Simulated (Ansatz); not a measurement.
A run of Ansatz (development build ahead of 0.2.0) on singlet C2H4 at this shape:

```xyz
6

C    -0.0229    0.0238   -0.7029
C     0.0451   -0.0141    0.6490
H     0.0071   -0.9752   -1.2178
H    -0.0247    0.8992   -1.2697
H     0.0182   -0.9572    1.2018
H     0.0414    0.9100    1.2587
```

Its results:

```json
{
  "Converged": "yes",
  "Total energy": "-77.06525 hartree",
  "Spin squared of the determinant": "0.000"
}
```

Problem. Which input gives this output? Name the method, the orbitals and the basis set, and write the input.

Solution. RHF in STO-3G. An unrestricted run that stays on the closed shell gives the same numbers.

```yaml
crystal:
  periodic: [false, false, false]
  atoms:
    - { symbol: C, position_ang: [-0.02286, 0.02379, -0.70288] }
    - { symbol: C, position_ang: [0.04512, -0.01411, 0.64902] }
    - { symbol: H, position_ang: [0.00709, -0.97522, -1.21781] }
    - { symbol: H, position_ang: [-0.02474, 0.89916, -1.26973] }
    - { symbol: H, position_ang: [0.01824, -0.95722, 1.20176] }
    - { symbol: H, position_ang: [0.0414, 0.90998, 1.25871] }
basis:
  gaussian: { orbitals: STO-3G }
hamiltonian:
  xc: hf
```
